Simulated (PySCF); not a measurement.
All of these have the formula C5H9N. The calculation used PySCF 2.14.0, density-fitted response routines, TDDFT B3LYP/def2-SVPD, vertical, gas phase, core orbitals frozen in the response. Geometries: GFN2-xTB; one conformer of each isolated species. Triplets are in the Tamm–Dancoff approximation.

A. `C[C@@H]1C=C[C@@H]1N`
B. `CC[C@@H](C)C#N`
C. `C1CC=CN1C`
D. `C#CC(C)(C)N`

Lowest singlet levels (six at most, fewer where fewer were computed) with oscillator strengths:

1. 7.74 eV (f 0.003); 7.98 eV (f 0.004); 8.03 eV (f 0.012); 8.53 eV (f 0.038); 8.62 eV (f 0.008); 8.81 eV (f 0.002); T1 6.54 eV
2. 6.18 eV (f 0.017); 6.54 eV (f 0.000); 6.68 eV (f 0.027); 6.75 eV (f 0.001); 7.02 eV (f 0.054); 7.27 eV (f 0.044); T1 5.46 eV
3. 4.70 eV (f 0.033); 5.27 eV (f 0.075); 5.37 eV (f 0.071); 5.63 eV (f 0.010); 6.20 eV (f 0.002); 6.24 eV (f 0.008); T1 3.64 eV
4. 5.45 eV (f 0.015); 6.04 eV (f 0.025); 6.76 eV (f 0.005); 6.77 eV (f 0.010); 6.83 eV (f 0.099); 7.00 eV (f 0.059); T1 4.35 eV

Problem. Match each spectrum to its molecule.

Solution. 1 = B, 2 = D, 3 = C, 4 = A.
- A: S1 at 5.45 eV, HOMO→LUMO (93%); Löwdin shares by element: HOMO nitrogen 52%, carbon 28% or more (atoms not listed hold the other 20%); LUMO carbon 65% or more, hydrogen 12% or more (atoms not listed hold the other 23%); HOMO -6.46 and LUMO -0.01 eV.
- B: S1 at 7.74 eV, HOMO→LUMO (49%), HOMO-1→LUMO (13%), HOMO→LUMO+2 (9%); Löwdin shares by element: HOMO carbon 48% or more, nitrogen 37% (atoms not listed hold the other 16%); LUMO carbon 35% or more, hydrogen 11% or more (atoms not listed hold the other 54%); HOMO -9.00 and LUMO 0.03 eV.
- C: S1 at 4.70 eV, HOMO→LUMO (88%), HOMO→LUMO+1 (11%); Löwdin shares by element: HOMO carbon 44% or more, nitrogen 34% (atoms not listed hold the other 22%); LUMO carbon 51% or more (atoms not listed hold the other 49%); HOMO -5.08 and LUMO 0.44 eV.
- D: S1 at 6.18 eV, HOMO→LUMO (96%); Löwdin shares by element: HOMO nitrogen 56%, carbon 26% or more, hydrogen 4% or more; LUMO carbon 46% or more (atoms not listed hold the other 54%); HOMO -6.86 and LUMO 0.30 eV; point group Cs, 1 of its 6 listed states under f = 0.0005.
